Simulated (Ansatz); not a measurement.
# CH3BO (SMILES B1CO1): single points off equilibrium

An exercise on one series of results from a longer session: the logs are not shown, and one member is left open.

Method: single points in def2-TZVPP; program: Ansatz 0.2.0, Gaussian basis.

Cores are frozen in the correlated methods.

## The starting structure

SMILES `B1CO1`, 6 atoms, charge 0, spin multiplicity 1.

Atoms are counted from 1 here; the program's logs count them from 0.

Bond lengths: B1–O3 1.504 Å, B1–H4 1.090 Å, C2–O3 1.458 Å, C2–H5 1.257 Å, C2–H6 1.337 Å. Angles: O3–B1–H4 143.5°, O3–C2–H5 111.2°, O3–C2–H6 111.1°, H5–C2–H6 130.9°, B1–O3–C2 75.2°.

As a file:

```
B    -0.79860   -0.57910   -0.39180
C     0.72890    0.15790    0.23620
O    -0.53930    0.84380    0.02180
H    -1.46300   -1.21400   -0.97780
H     1.45450    0.21240   -0.78830
H     1.04870    0.13240    1.53430
```

Set-up of the first run:

run/in.yaml

```yaml
crystal:
  periodic: [false, false, false]
  atoms:
    - {symbol: B, position_ang: [-0.798600, -0.579100, -0.391800]}
    - {symbol: C, position_ang: [0.728900, 0.157900, 0.236200]}
    - {symbol: O, position_ang: [-0.539300, 0.843800, 0.021800]}
    - {symbol: H, position_ang: [-1.463000, -1.214000, -0.977800]}
    - {symbol: H, position_ang: [1.454500, 0.212400, -0.788300]}
    - {symbol: H, position_ang: [1.048700, 0.132400, 1.534300]}
basis:
  gaussian: {orbitals: def2-TZVPP}
correlation: {method: ccsd_t}
output: {forces: true}
```

No record of the launch command was kept for these runs.

Steps of the session up to this table: CCSD(T)/def2-TZVPP; PBE0-D4/def2-TZVPP; wB97M-V/def2-TZVPP; r2SCAN-D4/def2-TZVPP; PBE-D4/def2-TZVPP; revPBE-D4/def2-TZVPP; wB97X-V/def2-TZVPP.

One table of the session follows, with a row left open; its other results are not shown here.

| method | RMS force component (eV/Å) | angle to CCSD(T) forces (°) | dipole (D) |
| --- | --- | --- | --- |
| CCSD(T) | 3.044 | reference | 1.36 |
| PBE0-D4 | 3.213 | 4.1 | 1.40 |
| wB97M-V | ? | ? | ? |
| r2SCAN-D4 | 3.106 | 2.0 | 1.33 |
| PBE-D4 | 2.995 | 2.1 | 1.20 |
| revPBE-D4 | 2.951 | 2.8 | 1.19 |
| wB97X-V | 3.245 | 3.2 | 1.50 |

Estimate the missing values for wB97M-V.

The run gave: RMS force component (eV/Å): 3.171; angle to CCSD(T) forces (°): 3.2; dipole (D): 1.48. In the column «RMS force component (eV/Å)» it lies between r2SCAN-D4 (3.106) and PBE0-D4 (3.213).
